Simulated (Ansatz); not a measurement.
# CdBr: from a trial structure to a relaxed crystal

All numbers below come from DFT PBE, scalar-relativistic, plane waves, PAW (Ansatz 0.2.0). Cutoff 420 eV, Γ-centred k mesh, Gaussian smearing, no spin polarisation in the final step.

The start puts CdBr on the NaTl (B32) structure type (Fd-3m, No. 227), with Cd in place of Na, Br in place of Tl, at a guessed volume.

```xyz
4
Lattice="0.0000 3.8602 3.8602 3.8602 0.0000 3.8602 3.8602 3.8602 0.0000" Properties=species:S:1:pos:R:3 pbc="T T T"
Cd    3.8602    3.8602    3.8602
Cd    5.7903    5.7903    5.7903
Br    0.0000    0.0000    0.0000
Br    1.9301    1.9301    1.9301
```

Cell and atoms relax at zero pressure; the relaxation can't lower the symmetry of the start.

Formation energies are uncorrected and refer to the elements' standard structures at the same level.

Describe the relaxed structure.

It keeps Fd-3m (No. 227). The result has the NaTl (B32) structure. Conventional cell: a = 7.586 Å. Cd is coordinated by 4 Br at 3.28 Å, 4 Cd at 3.28 Å and 6 Br at 3.79 Å; Br has 4 Br at 3.28 Å, 4 Cd at 3.28 Å and 6 Cd at 3.79 Å.

Space group Fd-3m:1 (No. 227). a = 7.586 Å, b = 7.586 Å, c = 7.586 Å, α = 90.00°, β = 90.00°, γ = 90.00°
| atom | site | symmetry | x | y | z |
| --- | --- | --- | --- | --- | --- |
| Cd | 8b | -43m | 0.0000 | 0.0000 | 0.5000 |
| Br | 8a | -43m | 0.5000 | 0.0000 | 0.5000 |

What are its volume, energy, density and gap?

The volume per atom is 27.29 Å³, the density is 5.85 g/cm³ and the energy over the elements is -0.04 eV/atom. The gap on the 10×10×10 mesh is 0 eV (a metal).

The final run used a 10×10×10 mesh on its 4-atom cell and 0.10 eV smearing. For metals, differences of a few meV/atom aren't resolved. Symmetry constrained the relaxation, so the result can be a saddle point. The steps took roughly 22 core-seconds in all.

Cost: 2 runs of about 0.37 core-minutes in all, on Intel Xeon 6975P-C (Granite Rapids) (shared hosts).